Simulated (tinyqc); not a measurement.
Inside a calculation. Method: UHF in the sto-3g basis, for NH3, spin multiplicity 1. One step of it, computed by the program tinyqc.

Task: Iteration 1: diagonalisation and new density. Diagonalise F' = X^T F X, C = X C', fill 5 alpha and 5 beta electrons from the bottom; D(s) = C_occ C_occ^T. Each column has its largest component positive (the first on a tie).

F(alpha) (hartree), order 1N 1s, 1N 2s, 1N 2px, 1N 2py, 1N 2pz, 2H 1s, 3H 1s, 4H 1s:
```
[[-14.782699, -3.801970, 0.000378, 0.000000, 0.020164, -0.718690, -0.720839, -0.720839],
 [-3.801970, -1.605493, 0.023846, 0.000000, 0.114985, -0.666749, -0.662828, -0.662828],
 [0.000378, 0.023846, -0.106052, 0.000000, 0.055287, -0.350000, 0.178896, 0.178896],
 [0.000000, 0.000000, 0.000000, -0.101336, 0.000000, 0.000000, -0.308676, 0.308676],
 [0.020164, 0.114985, 0.055287, 0.000000, -0.062859, 0.124304, 0.173849, 0.173849],
 [-0.718690, -0.666749, -0.350000, 0.000000, 0.124304, -0.307705, -0.223703, -0.223703],
 [-0.720839, -0.662828, 0.178896, -0.308676, 0.173849, -0.223703, -0.326333, -0.228881],
 [-0.720839, -0.662828, 0.178896, 0.308676, 0.173849, -0.223703, -0.228881, -0.326333]]
```

F(beta) (hartree), order 1N 1s, 1N 2s, 1N 2px, 1N 2py, 1N 2pz, 2H 1s, 3H 1s, 4H 1s:
```
[[-14.782707, -3.801961, 0.000002, 0.000000, 0.020170, -0.720173, -0.720097, -0.720097],
 [-3.801961, -1.605528, -0.019339, 0.000000, 0.114863, -0.657607, -0.667378, -0.667378],
 [0.000002, -0.019339, -0.103269, 0.000000, -0.056152, -0.352380, 0.176098, 0.176098],
 [0.000000, 0.000000, 0.000000, -0.104116, 0.000000, 0.000000, -0.308918, 0.308918],
 [0.020170, 0.114863, -0.056152, 0.000000, -0.062822, 0.189165, 0.141473, 0.141473],
 [-0.720173, -0.657607, -0.352380, 0.000000, 0.189165, -0.323199, -0.225473, -0.225473],
 [-0.720097, -0.667378, 0.176098, -0.308918, 0.141473, -0.225473, -0.318593, -0.225354],
 [-0.720097, -0.667378, 0.176098, 0.308918, 0.141473, -0.225473, -0.225354, -0.318593]]
```

X, order 1N 1s, 1N 2s, 1N 2px, 1N 2py, 1N 2pz, 2H 1s, 3H 1s, 4H 1s:
```
[[1.024620, -0.147620, 0.000006, 0.000000, 0.008551, 0.020973, 0.020986, 0.020986],
 [-0.147620, 1.280254, -0.000102, 0.000000, -0.085885, -0.254840, -0.255160, -0.255160],
 [0.000006, -0.000102, 1.106940, 0.000000, 0.000041, -0.247893, 0.123999, 0.123999],
 [0.000000, 0.000000, 0.000000, 1.107094, 0.000000, 0.000000, -0.214893, 0.214893],
 [0.008551, -0.085885, 0.000041, 0.000000, 1.028520, 0.084900, 0.085033, 0.085033],
 [0.020973, -0.254840, -0.247893, 0.000000, 0.084900, 1.172495, -0.039776, -0.039776],
 [0.020986, -0.255160, 0.123999, -0.214893, 0.085033, -0.039776, 1.172792, -0.039791],
 [0.020986, -0.255160, 0.123999, 0.214893, 0.085033, -0.039776, -0.039791, 1.172792]]
```

Give: F' = X^T F X; orbital energies; coefficients C; F' = X^T F X; orbital energies; coefficients C; D(alpha) after iteration 1; D(beta) after iteration 1.

Result:

F' = X^T F X (alpha) (hartree):
```
[[-14.4858, -2.0766, -0.0032, 0.0000, 0.0391, -0.0756, -0.0791, -0.0791],
 [-2.0766, -0.5331, 0.0280, 0.0000, -0.0457, -0.4131, -0.3955, -0.3955],
 [-0.0032, 0.0280, 0.1519, 0.0000, 0.0735, -0.4486, 0.2248, 0.2248],
 [0.0000, 0.0000, 0.0000, 0.1605, 0.0000, 0.0000, -0.3934, 0.3934],
 [0.0391, -0.0457, 0.0735, 0.0000, -0.0020, 0.0919, 0.1714, 0.1714],
 [-0.0756, -0.4131, -0.4486, 0.0000, 0.0919, 0.1072, -0.0719, -0.0719],
 [-0.0791, -0.3955, 0.2248, -0.3934, 0.1714, -0.0719, 0.0932, -0.0759],
 [-0.0791, -0.3955, 0.2248, 0.3934, 0.1714, -0.0719, -0.0759, 0.0932]]
```

orbital energies (alpha) (hartree): [-14.7921, -0.8328, -0.3915, -0.3875, -0.0760, 0.6170, 0.7212, 0.7268]

coefficients C (alpha), order 1N 1s, 1N 2s, 1N 2px, 1N 2py, 1N 2pz, 2H 1s, 3H 1s, 4H 1s:
```
[[0.9929, -0.2024, 0.0000, -0.0022, -0.0928, -0.1940, 0.0000, 0.0079],
 [0.0326, 0.6559, 0.0000, 0.0045, 0.4252, 1.1170, 0.0000, -0.0610],
 [0.0000, -0.0152, 0.0000, 0.5797, -0.1108, 0.1020, 0.0000, 0.9790],
 [0.0000, 0.0000, 0.5718, 0.0000, 0.0000, 0.0000, 0.9955, 0.0000],
 [-0.0041, -0.1251, 0.0000, -0.0288, 0.8934, -0.4941, 0.0000, 0.1678],
 [-0.0064, 0.2119, 0.0000, 0.5210, 0.0220, -0.7298, 0.0000, -0.8139],
 [-0.0063, 0.2272, 0.4514, -0.2494, -0.1690, -0.5928, -0.7600, 0.4876],
 [-0.0063, 0.2272, -0.4514, -0.2494, -0.1690, -0.5928, 0.7600, 0.4876]]
```

F' = X^T F X (beta) (hartree):
```
[[-14.4858, -2.0766, 0.0032, 0.0000, 0.0392, -0.0801, -0.0769, -0.0769],
 [-2.0766, -0.5331, -0.0245, 0.0000, -0.0458, -0.3887, -0.4077, -0.4077],
 [0.0032, -0.0245, 0.1547, 0.0000, -0.0739, -0.4478, 0.2242, 0.2242],
 [0.0000, 0.0000, 0.0000, 0.1578, 0.0000, 0.0000, -0.3942, 0.3942],
 [0.0392, -0.0458, -0.0739, 0.0000, -0.0020, 0.1975, 0.1187, 0.1187],
 [-0.0801, -0.3887, -0.4478, 0.0000, 0.1975, 0.0946, -0.0719, -0.0719],
 [-0.0769, -0.4077, 0.2242, -0.3942, 0.1187, -0.0719, 0.0995, -0.0758],
 [-0.0769, -0.4077, 0.2242, 0.3942, 0.1187, -0.0719, -0.0758, 0.0995]]
```

orbital energies (beta) (hartree): [-14.7921, -0.8326, -0.3910, -0.3883, -0.0757, 0.6159, 0.7240, 0.7248]

coefficients C (beta), order 1N 1s, 1N 2s, 1N 2px, 1N 2py, 1N 2pz, 2H 1s, 3H 1s, 4H 1s:
```
[[0.9929, -0.2024, 0.0000, -0.0013, -0.0925, -0.1936, 0.0000, -0.0163],
 [0.0326, 0.6560, 0.0000, 0.0084, 0.4240, 1.1136, 0.0000, 0.1093],
 [0.0000, 0.0080, 0.0000, 0.5758, 0.1097, -0.1469, 0.0000, 0.9758],
 [0.0000, 0.0000, 0.5758, 0.0000, 0.0000, 0.0000, 0.9932, 0.0000],
 [-0.0041, -0.1251, 0.0000, 0.0259, 0.8940, -0.4859, 0.0000, -0.1878],
 [-0.0063, 0.2236, 0.0000, 0.5116, -0.2312, -0.5071, 0.0000, -0.9432],
 [-0.0064, 0.2214, 0.4484, -0.2644, -0.0420, -0.6997, -0.7618, 0.3483],
 [-0.0064, 0.2214, -0.4484, -0.2644, -0.0420, -0.6997, 0.7618, 0.3483]]
```

D(alpha) after iteration 1, order 1N 1s, 1N 2s, 1N 2px, 1N 2py, 1N 2pz, 2H 1s, 3H 1s, 4H 1s:
```
[[1.0353, -0.1399, 0.0121, 0.0000, -0.0616, -0.0524, -0.0360, -0.0360],
 [-0.1399, 0.6121, -0.0545, 0.0000, 0.2976, 0.1504, 0.0758, 0.0758],
 [0.0121, -0.0545, 0.3486, 0.0000, -0.1138, 0.2964, -0.1293, -0.1293],
 [0.0000, 0.0000, 0.0000, 0.3269, 0.0000, 0.0000, 0.2581, -0.2581],
 [-0.0616, 0.2976, -0.1138, 0.0000, 0.8147, -0.0219, -0.1722, -0.1722],
 [-0.0524, 0.1504, 0.2964, 0.0000, -0.0219, 0.3168, -0.0855, -0.0855],
 [-0.0360, 0.0758, -0.1293, 0.2581, -0.1722, -0.0855, 0.3462, -0.0614],
 [-0.0360, 0.0758, -0.1293, -0.2581, -0.1722, -0.0855, -0.0614, 0.3462]]
```

D(beta) after iteration 1, order 1N 1s, 1N 2s, 1N 2px, 1N 2py, 1N 2pz, 2H 1s, 3H 1s, 4H 1s:
```
[[1.0353, -0.1397, -0.0125, 0.0000, -0.0615, -0.0308, -0.0469, -0.0469],
 [-0.1397, 0.6113, 0.0566, 0.0000, 0.2971, 0.0527, 0.1250, 0.1250],
 [-0.0125, 0.0566, 0.3437, 0.0000, 0.1120, 0.2710, -0.1551, -0.1551],
 [0.0000, 0.0000, 0.0000, 0.3315, 0.0000, 0.0000, 0.2582, -0.2582],
 [-0.0615, 0.2971, 0.1120, 0.0000, 0.8156, -0.2214, -0.0721, -0.0721],
 [-0.0308, 0.0527, 0.2710, 0.0000, -0.2214, 0.3652, -0.0760, -0.0760],
 [-0.0469, 0.1250, -0.1551, 0.2582, -0.0721, -0.0760, 0.3217, -0.0803],
 [-0.0469, 0.1250, -0.1551, -0.2582, -0.0721, -0.0760, -0.0803, 0.3217]]
```
